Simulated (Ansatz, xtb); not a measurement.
# Isomers of CHPSi in order of energy

5 gas-phase structures of CHPSi, found in a search over its isomers (lower ones may exist). Each was relaxed with GFN2-xTB:

A. a triplet given by its coordinates
B. a singlet given by its coordinates
C. `[SiH]C#P`, a singlet
D. `[SiH]C#P`, a triplet
E. `[Si]=C=P`, a singlet

B (Å):

```xyz
4

C    -0.1566    0.0195   -0.5483
P     1.0934    0.5534    0.4593
Si   -1.0358    1.3399    0.4252
H    -0.1755   -0.7418   -1.3109
```

Close contacts (Å): C1–P2 1.69, C1–Si3 1.86, P2–Si3 2.27, C1–H4 1.08.

A (Å):

```xyz
4

C     1.4508    0.7640    0.5996
P     2.6630    0.7893    1.8066
Si    0.8182   -0.9380    0.5141
H     1.1600    1.6344    0.0277
```

Close contacts (Å): C1–P2 1.71, C1–Si3 1.82, C1–H4 1.08.

Question: Which do you expect lowest at r2SCAN-D4/def2-SVP, and how would the others follow?

Answer: Calculated order at r2SCAN-D4/def2-SVP: B (0.0), C (28.2), A (35.2), E (39.9), D (40.7) kcal/mol. Less than 1 kcal/mol parts E and D, so the order within that pair means little.

Energies above the lowest of each column, in kcal/mol; the last columns are at B3LYP-D3(BJ)/def2-SVP geometries and were run for some of them only (a dash: not run or not comparable):

| structure | GFN2-xTB | HF/STO-3G | r2SCAN-D4/def2-SVP | B3LYP-D3(BJ)/def2-SVP | CCSD(T)/def2-TZVPP |
| --- | --- | --- | --- | --- | --- |
| B | 0.0 | 0.0 | 0.0 | 0.0 | 0.0 |
| C | 13.8 | 22.1 | 28.2 | 23.7 | 24.5 |
| A | – | 4.6 | 35.2 | 36.2 | 41.7 |
| E | 26.4 | 58.5 | 39.9 | – | – |
| D | – | 13.6 | 40.7 | – | – |

Every level run on B puts it lowest or level with the lowest. Frequencies (B3LYP-D3(BJ)/def2-SVP) were run for A, B, C alone. GFN2-xTB has no spin polarisation and isn't compared across spin states. Open shells are spin-unrestricted, some with notable spin contamination. Large T1 diagnostics make some coupled-cluster values less sure.

Programs: Ansatz 0.2.0, xtb 6.7.1.
